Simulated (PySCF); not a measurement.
From one molecule to another.

First species: C5H9F.
Geometry (PBE0-D3(BJ)/def2-SVP, Å), atoms numbered from 1 in this order:
```
atom  x, y, z in Å
C1     2.052    0.179   -0.532
C2     1.321   -0.501    0.579
C3     0.010   -0.747    0.669
C4    -1.049   -0.377   -0.321
C5    -1.893    0.795    0.134
F6    -1.883   -1.472   -0.493
H7     1.401    0.458   -1.371
H8     2.544    1.098   -0.171
H9     2.855   -0.469   -0.922
H10    1.946   -0.827    1.419
H11   -0.376   -1.251    1.563
H12   -0.603   -0.156   -1.306
H13   -2.345    0.584    1.115
H14   -1.278    1.702    0.223
H15   -2.702    0.984   -0.587
```

Second species: C₅H₉F.
Z-matrix (Å and degrees, PBE0-D3(BJ)/def2-SVP geometry), rows numbered from 1:
```
C 
C   1  1.4914
C   2  1.3342  1  125.23
C   3  1.4973  2  124.36  1   179.74
C   4  1.5157  3  112.82  2  -119.10
F   4  1.3800  3  110.25  2     2.53
H   1  1.1001  2  111.95  3    -2.69
H   1  1.1027  2  111.15  3  -123.78
H   1  1.1030  2  110.99  3   118.12
H   2  1.0960  1  117.24  3  -179.59
H   3  1.0974  2  120.36  1     0.30
H   4  1.1077  3  108.95  2   119.34
H   5  1.1000  4  110.66  3   -59.10
H   5  1.0997  4  110.49  3  -179.32
H   5  1.1001  4  109.82  3    60.54
```

Levels: CAM-B3LYP/def2-SVPD for dipole moment, HOMO energy, LUMO energy, HOMO–LUMO gap, static isotropic polarisability and electronic spatial extent ⟨r²⟩ about the centre of nuclear charge; TDDFT CAM-B3LYP/def2-SVPD for lowest singlet excitation; TDA CAM-B3LYP/def2-SVPD for lowest triplet excitation (Tamm–Dancoff); ΔSCF CAM-B3LYP/def2-SVPD for vertical ionisation energy; PBE0-D3(BJ)/def2-SVP for rotational constant A and rotational constant C. Geometries: PBE0-D3(BJ)/def2-SVP. All species are isolated and taken at one optimised geometry, non-relativistic unless stated; the electronic structure was computed with PySCF and density fitting.

The conformers computed, where there is a choice (atom-mapped SMILES and torsion angles):
- `[CH3:1]/[CH:2]=[CH:3]\[C@H:4]([CH3:5])[F:6]`: C2–C3–C4–C5 -105°
- `[CH3:1]/[CH:2]=[CH:3]/[C@@H:4]([CH3:5])[F:6]`: C2–C3–C4–C5 -119°

(1) Which of the two has the higher HOMO energy, and by how much?

(2) Which has the higher rotational constant A?

(3) Which of the two has the higher HOMO–LUMO gap, and by how much?

(4) Which of the two has the higher static isotropic polarisability, and by how much?

(5) Which of the two has the higher ⟨r²⟩, and by how much?

(6) Which has the higher LUMO energy?

(7) Which has the higher dipole moment?

(8) Which of the two has the higher S1 energy, and by how much?

Results:

(1) The second: -8.53 eV against -8.75 eV, a difference of 0.22 eV.

(2) The second: 7.462 GHz against 6.131 GHz, a difference of 1.331 GHz.

(3) The first: 9.94 eV against 9.81 eV, a difference of 0.13 eV.

(4) The second: 64.9 au against 64.3 au, a difference of 0.6 au.

(5) The second: 774 bohr² against 729 bohr², a difference of 45 bohr².

(6) The second: 1.28 eV against 1.19 eV, a difference of 0.09 eV.

(7) The first: 2.35 D against 1.76 D, a difference of 0.59 D.

(8) The first: 7.09 eV against 7.00 eV, a difference of 0.09 eV.

On the first: The principal polarisabilities are 53.3, 58.6 and 81.0 au; their mean is the isotropic value. No computed singlet falls in the visible range (750 to 380 nm, 1.65 to 3.26 eV); S1 lies 3.83 eV above its blue end.

On the second: The vertical singlet–triplet gap S1 − T1 is 2.65 eV (TDDFT singlet less Tamm–Dancoff triplet; S1: HOMO→LUMO, weight 0.64; T1: HOMO→LUMO, weight 0.47, beside HOMO→LUMO+1, weight 0.31).
